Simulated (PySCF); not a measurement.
**triplet HOF at 6 levels**

Wanted: a comparison of 6 runs (UHF/STO-3G, UHF/3-21G, UB3LYP/6-31G*, U-wB97M-V/aug-cc-pVTZ, U-wB97X/aug-cc-pVTZ, USCS-MP2/aug-cc-pVTZ) of triplet HOF. 

The results are computed with PySCF 2.14.0.

1 further run of the same task is left out (set aside as unsound or not needed).

### 1 The structure to begin with

HOF has 3 atoms, charge 0, and is taken as a triplet. SMILES of the parent species: `OF`. Geometry: relaxed at GFN2-xTB. That shape belongs to the parent species and isn't relaxed for this state.

Bond lengths: O1–F2 1.386 Å, O1–H3 0.971 Å. Angles: F2–O1–H3 102.3°.

### 2 A single-point energy at UHF/STO-3G (run 1)

The input, calc.py:

```python
from pyscf import gto

mol = gto.M(
    atom=[
    ('O', (0.414430, -0.197140, 0.208800)),
    ('F', (-0.212000, 1.020440, -0.004820)),
    ('H', (-0.202430, -0.823300, -0.203980)),
],
    spin=2,
    basis='sto-3g',
    max_memory=1860,
    verbose=4,
)

calc0 = mol.UHF()
calc0.conv_tol = 1e-10
calc0.kernel()
if not calc0.converged:
    calc0 = calc0.newton().run(calc0.mo_coeff, calc0.mo_occ)

energy = calc0.e_tot
print('E = %.10f Eh' % energy)
```

Command:

```
OMP_NUM_THREADS=1 python calc.py
```

What it wrote:

```text
PySCF version 2.14.0

[... 38 lines left out ...]
WARN: HOMO 0.0488770822348646 >= LUMO -0.324231056903569
[... 62 lines left out ...]
converged SCF energy = -172.181595084517  <S^2> = 2.0060382  2S+1 = 3.0040227
E = -172.1815950845 Eh
```

Run time: 0.7 s. Hardware: 1 thread of Arm Neoverse V2, shared host; peak memory 0.12 GiB.

### 3 The energy at UHF/3-21G (run 2)

The input, mol.xyz:

```xyz
3

O      0.414430    -0.197140     0.208800
F     -0.212000     1.020440    -0.004820
H     -0.202430    -0.823300    -0.203980
```

The input, calc.py:

```python
from pyscf import gto, scf

mol = gto.Mole()
mol.atom = 'mol.xyz'
mol.max_memory = 1860
mol.basis = '3-21g'
mol.verbose = 4
mol.spin = 2
mol.charge = 0
mol.build()

mf = scf.UHF(mol)
mf.conv_tol = 1e-10
mf.kernel()
if not mf.converged:
    mf = mf.newton().run(mf.mo_coeff, mf.mo_occ)

e_final = mf.e_tot
print('E = %.10f Eh' % e_final)
```

Command:

```
OMP_NUM_THREADS=1 python calc.py
```

What it wrote:

```text
PySCF version 2.14.0

[... 38 lines left out ...]
WARN: HOMO -0.0406401148451105 >= LUMO -0.371147042663186
[... 58 lines left out ...]
converged SCF energy = -173.659805768828  <S^2> = 2.0144346  2S+1 = 3.0096077
E = -173.6598057688 Eh
```

Wall time 0.58 s (1 thread of Arm Neoverse V2, shared host); peak memory 0.098 GiB.

Runs 3 to 5 aren't shown in full; the table further down has their settings and results.

### 4 The energy at USCS-MP2/aug-cc-pVTZ (run 6)

The input, calc.py:

```python
from pyscf import gto, scf, mp

mol = gto.M(
    atom='''
O    0.414430  -0.197140   0.208800
F   -0.212000   1.020440  -0.004820
H   -0.202430  -0.823300  -0.203980
''',
    basis='aug-cc-pvtz',
    max_memory=1860,
    spin=2,
    charge=0,
    verbose=4,
)

calc0 = scf.UHF(mol)
calc0.conv_tol = 1e-10
calc0.kernel()
if not calc0.converged:
    calc0 = calc0.newton().run(calc0.mo_coeff, calc0.mo_occ)

pt = mp.MP2(calc0, frozen=2).run()
e_tot = calc0.e_tot + 1.2 * pt.e_corr_os + pt.e_corr_ss / 3
print('E(%s) = %.9f' % ('SCS-MP2', e_tot))
```

Command:

```
OMP_NUM_THREADS=1 python calc.py
```

What it wrote:

```text
PySCF version 2.14.0

[... 38 lines left out ...]
WARN: HOMO -0.0760295357416449 >= LUMO -0.384353207490122
[... 62 lines left out ...]
converged SCF energy = -174.68123570529  <S^2> = 2.0276033  2S+1 = 3.0183461
[... 1 line left out ...]
******** <class 'pyscf.mp.ump2.UMP2'> ********
nocc = (np.int64(8), np.int64(6)), nmo = (113, 113)
frozen orbitals 2
E(UMP2) = -175.152959635386  E_corr = -0.471723930096357
E(SCS-UMP2) = -175.136800525712  E_corr = -0.455564820422384
E_corr(same-spin) = -0.127504495030667
E_corr(oppo-spin) = -0.34421943506569
E(SCS-MP2) = -175.136800526
```

Wall time 6 s (1 thread of Arm Neoverse V2, shared host); peak memory 0.33 GiB.

### 5 Overview of the runs

| run | level | integration grid | nlc grid | energy (Eh) | dipole moment (D) of the reference | HOMO energy (eV) | LUMO energy (eV) | wall time |
| --- | --- | --- | --- | --- | --- | --- | --- | --- |
| 1 | UHF/STO-3G | – | – | -172.181595 | 1.98 | -4.83 | 7.77 | 0.7 s |
| 2 | UHF/3-21G | – | – | -173.659806 | 2.86 | -9.94 | 3.23 | 0.58 s |
| 3 | UB3LYP/6-31G* (spherical functions) | 5 | – | -175.366537 | 1.93 | -3.82 | – | 3.9 s |
| 4 | U-wB97M-V/aug-cc-pVTZ | 5 | 1 | -175.407774 | 2.05 | -7.48 | -2.35 | 65 s |
| 5 | U-wB97X/aug-cc-pVTZ | 5 | – | -175.415108 | 2.09 | -7.56 | -2.26 | 27 s |
| 6 | USCS-MP2/aug-cc-pVTZ | – | – | -175.136801 | 2.80 | -10.95 | 0.69 | 6 s |

### 6 Summary of results

```
                                                         quantity          value
                                              run 6: total energy  -175.13680 Eh
                      run 6: dipole moment (Hartree–Fock density)         2.80 D
run 6: HOMO energy (Hartree–Fock orbitals) (highest over α and β)      -10.95 eV
 run 6: LUMO energy (Hartree–Fock orbitals) (lowest over α and β)        0.69 eV
               run 6: correlation energy (2 core orbitals frozen)     -455.6 mEh
                         run 6: ⟨S²⟩ of the reference determinant          2.028
```

What this shows: Over runs 1, 2, 3, 4, 5 the dipole moment (its size) runs from 1.93 D (UB3LYP/6-31G*) to 2.86 D (UHF/3-21G). The two ends differ in method and basis. Totals of different functionals can't be ranked against each other. In run 1 the basis is minimal, so the values are rough. All runs together took 1.7 min, the longest 65 s.
